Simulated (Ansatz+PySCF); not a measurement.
**singlet CH₂F₂: levels of theory in one basis**

```xyz
5

C     0.4517    0.0000    0.0000
H     1.0227    0.5944    0.5944
H     1.0227   -0.5944   -0.5944
F    -0.2642    0.7129   -0.7129
F    -0.2642   -0.7129    0.7129
```

Basis set: def2-SVP (spherical functions). Correlated methods keep 3 orbitals frozen. Charge 0, multiplicity 1.

Computed with Ansatz (development build ahead of 0.2.0); each method stands on the lowest determinant of its kind that the runs found.

```
     method  E − E(RHF) (eV)  <S²> of the determinant
        RHF             0.00                     0.00
    RHF-MP2           -13.47                        –
RHF-CCSD(T)           -14.19                        –
```

Question: What does RHF-CCSD give on the same scale?

Answer: -13.97 eV.

Question: Is a single determinant a sound starting point here?

Answer: By this sign, yes. Unrestricted orbitals gain 0.00 eV and <S²> is 0.00 against 0.00 for a pure state.
